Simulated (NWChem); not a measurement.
hydroxide (OH anion); SMILES [OH-]

Computed with NWChem. Sets without diffuse functions describe the anion's extra electron poorly. Geometry: optimised at B3LYP/def2-SVPD.

Q: Predict the results for Hartree-Fock/def2-SVP. Quantities: highest occupied level (eV); orbital gap (eV).

A: 
- highest occupied level (eV) = -0.97
- orbital gap (eV) = 14.50
